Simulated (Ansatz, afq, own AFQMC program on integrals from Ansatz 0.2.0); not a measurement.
GeH$_{4}$, singlet in cc-pVDZ, levels against CCSDT(Q)

```xyz
5

Ge    0.0000    0.0000    0.0000
H     1.1691    1.1729    1.1714
H    -1.1738   -1.1687    1.1708
H    -1.1684    1.1693   -1.1756
H     1.1731   -1.1735   -1.1666
```

Basis cc-pVDZ. Noble-gas cores (and the filled d shells of Ga–Kr and In–Xe) are frozen. AFQMC by an in-house program on the Cholesky factors that Ansatz 0.2.0 writes for its CCSD(T) run. ph-AFQMC/CISD is guided by a CISD state made of CCSD amplitudes; releasing the constraint for a short imaginary time cuts its bias at the price of noise, slowly where states lie close. ± is one standard error of the sampling. No spin–orbit coupling.

Determinant: RHF, the one that the program's search chose, which needn't be the lowest solution. The geometry is a point of a scan.

No full CI on the walks' own integrals is used here; CCSDT(Q) serves as the reference and is uncertain by about the last step of the cluster series.

Cautions: no relativity below Rb; no spin-orbit coupling; inner d shell frozen; the ph-AFQMC/HF walk drifts between its halves (2.9 errors).

* T1 diagnostic: 0.0165
* weight of the determinant in the CISD state: 0.853
* size of the correlated space: 8 electrons in 33 orbitals

```tsv
level	correlation energy (eV)
MP2	-3.3839
CCSD	-4.5298
CCSD(T)	-4.6812
```

Estimate where AFQMC with the constraint released lies against CCSD(T) on the same integrals.

4.6 ± 1.9 kJ/mol below CCSD(T).

Reference: CCSDT(Q), correlation energy -4.738 eV. The released energy is read at 2.40 1/Eh (meV from the phaseless value at times in 1/Eh: 11 ± 18 at 0.24, 7 ± 13 at 0.51, 20 ± 11 at 0.99, 8 ± 16 at 1.62, 30 ± 19 at 2.40).

```
         level  E − E(reference) (kJ/mol)  share of correlation (%)
       CCSD(T)                        5.4                     98.81
         CCSDT                        0.8                     99.82
   ph-AFQMC/HF                 12.6 ± 3.9                     97.24
 ph-AFQMC/CISD                 -2.1 ± 1.6                    100.46
released AFQMC                  0.8 ± 1.9                     99.83
```

A walk keeps the symmetry of its determinant, which the program's search chose and which needn't be the lowest solution, so a lower state of the same spin and another symmetry isn't excluded. Released energies are given only where the last usable release times agree within the noise; a slower fall can still hide under it.
